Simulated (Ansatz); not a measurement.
Born–Oppenheimer molecular dynamics of AlH3O2 (6 atoms, charge 0, multiplicity 1). It starts from a relaxed structure.

These are results of Ansatz, RKS PBE/def2-SVP, not measurements.

```
ensemble        : NVT, Langevin thermostat
time step       : 0.5 fs
steps asked     : 300
set temperature : 500 K
friction        : 0.02 /fs
seed            : 27282
```

First frame:

```xyz
6
Properties=species:S:1:pos:R:3
Al 0.025 -0.190 0.085
H -0.111 0.207 1.614
O 1.612 -0.316 -0.549
H 1.794 -0.557 -1.470
O -1.304 -0.497 -0.961
H -2.226 -0.446 -0.665
```

(1) How far do the bonds stretch over the last three quarters of this one trajectory? (Pairs bonded in most of those frames.)

Answers

(1) 
| bond | mean (Å) | spread (Å) | shortest | longest |
| --- | --- | --- | --- | --- |
| Al1–H2 | 1.602 | 0.061 | 1.48 | 1.74 |
| Al1–O3 | 1.727 | 0.042 | 1.66 | 1.82 |
| Al1–O5 | 1.720 | 0.033 | 1.65 | 1.79 |
| O3–H4 | 0.974 | 0.030 | 0.91 | 1.04 |
| O5–H6 | 0.975 | 0.028 | 0.92 | 1.03 |

Mean temperature of the second half: 589 K. The mean temperature of the second half is 18 % above the set value. A run of 0.15 ps of so small a system gives no equilibrium averages.

Run time: 5 min on 1 thread of Arm Neoverse V2, on a shared host, peak memory 0.094 GiB.
